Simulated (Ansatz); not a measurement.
# C₃H₆F₂O: a ladder of functionals and wavefunction methods

An exercise on one series of results from a longer session: the logs are not shown, and one member is left open.

The runs use Ansatz 0.2.0, Gaussian basis; functionals in def2-TZVPP, the program's frozen cores in correlated methods.

The runs, in order: LDA (SPW92), PBE-D4, revPBE-D4, BLYP-D4, r2SCAN-D4, B97M-V, PBE0-D4, B3LYP-D4, r2SCANh-D4, r2SCAN0-D4, HSE06-D4, BHLYP-D4, CAM-B3LYP-D4, LC-ωPBE, ωB97X-V, ωB97M-V, B2PLYP, PBE-QIDH; CCSD(T)/def2-SVP; CCSD(T)/def2-TZVPP; MP2/def2-QZVPP; extrapolation to the limit; RPA on PBE.

### The geometry

All runs share one geometry, relaxed beforehand with PBE0-D4 in a triple-zeta def2 set.

SMILES `COC(F)CF`, 12 atoms, charge 0, spin multiplicity 1.

Atoms are counted from 1 here; the program's logs count them from 0.

Bond lengths: C1–O2 1.414 Å, C1–H7 1.089 Å, C1–H8 1.096 Å, C1–H9 1.093 Å, O2–C3 1.365 Å, C3–F4 1.383 Å, C3–C5 1.508 Å, C3–H10 1.100 Å, C5–F6 1.374 Å, C5–H11 1.093 Å, C5–H12 1.093 Å. Angles: O2–C1–H7 106.8°, O2–C1–H8 110.7°, O2–C1–H9 111.2°, H7–C1–H8 109.3°, H7–C1–H9 109.5°, H8–C1–H9 109.3°, C1–O2–C3 114.2°, O2–C3–F4 110.6°, O2–C3–C5 107.6°, O2–C3–H10 112.3°, F4–C3–C5 109.0°, F4–C3–H10 105.6°, C5–C3–H10 111.7°, C3–C5–F6 109.6°, C3–C5–H11 109.5°, C3–C5–H12 109.5°, F6–C5–H11 109.2°, F6–C5–H12 109.0° and more.

Set-up of the first run:

File in.yaml:

```yaml
crystal:
  periodic: [false, false, false]
  atoms:
    - {symbol: C, position_ang: [-1.458301, 0.224758, -1.168940]}
    - {symbol: O, position_ang: [-0.269977, -0.381584, -0.699112]}
    - {symbol: C, position_ang: [0.199573, 0.140583, 0.471817]}
    - {symbol: F, position_ang: [-0.651832, -0.165896, 1.517984]}
    - {symbol: C, position_ang: [1.548797, -0.478452, 0.738047]}
    - {symbol: F, position_ang: [2.112885, 0.103269, 1.847223]}
    - {symbol: H, position_ang: [-1.678786, -0.222001, -2.136780]}
    - {symbol: H, position_ang: [-1.320389, 1.305539, -1.291938]}
    - {symbol: H, position_ang: [-2.290965, 0.042325, -0.485295]}
    - {symbol: H, position_ang: [0.254765, 1.239022, 0.446209]}
    - {symbol: H, position_ang: [1.429243, -1.550103, 0.916798]}
    - {symbol: H, position_ang: [2.201988, -0.312762, -0.122010]}
basis:
  gaussian: {orbitals: def2-TZVPP}
hamiltonian: {xc: lda}
output: {orbitals: {seedname: orbitals}}
```

The run is started by

```bash
$ ansatz run in.yaml --threads 4 --pin off --events-out ev --progress --plain --max-ram 10444MiB
```

Steps of the session up to this table: LDA; PBE-D4 (GGA); revPBE-D4 (GGA); BLYP-D4 (GGA); r2SCAN-D4 (meta-GGA); B97M-V (meta-GGA); B3LYP-D4 (hybrid); r2SCANh-D4 (hybrid); r2SCAN0-D4 (hybrid); HSE06-D4 (hybrid); BHLYP-D4 (hybrid); CAM-B3LYP-D4 (range-separated); LC-ωPBE (range-separated); ωB97X-V (range-separated); ωB97M-V (range-separated); B2PLYP (double hybrid); PBE-QIDH (double hybrid).

One of the session's tables, all rows but one given; the rest of the session is left out.

It belongs to the step «Frontier levels by functional». 

| functional | HOMO (eV) | LUMO (eV) | gap (eV) |
| --- | --- | --- | --- |
| LDA (SPW92) | -7.15 | 0.21 | 7.35 |
| PBE-D4 | -6.99 | 0.50 | 7.49 |
| revPBE-D4 | -6.93 | 0.62 | 7.55 |
| BLYP-D4 | -6.93 | 0.52 | 7.45 |
| r2SCAN-D4 | ? | ? | ? |
| B97M-V | -7.52 | 0.72 | 8.24 |
| PBE0-D4 | -8.65 | 1.40 | 10.06 |
| B3LYP-D4 | -8.42 | 1.04 | 9.47 |
| r2SCANh-D4 | -7.97 | 1.38 | 9.35 |
| r2SCAN0-D4 | -8.91 | 1.85 | 10.76 |
| HSE06-D4 | -8.24 | 1.03 | 9.27 |
| BHLYP-D4 | -10.30 | 2.00 | 12.30 |
| CAM-B3LYP-D4 | -10.16 | 2.17 | 12.33 |
| LC-ωPBE | -11.47 | 3.50 | 14.98 |
| ωB97X-V | -11.16 | 3.31 | 14.47 |
| ωB97M-V | -11.09 | 2.89 | 13.98 |

Estimate the missing values for r2SCAN-D4.

Worked estimate for «HOMO (eV)». Against the share of exact exchange, r2SCANh-D4 (0.1, -7.97), r2SCAN0-D4 (0.25, -8.91) give a slope of -6.27 per unit share; at 0 the line stands at -7.34.

As computed: HOMO (eV): -7.35; LUMO (eV): 1.02; gap (eV): 8.37. In «HOMO (eV)» the line misses by +0.01.
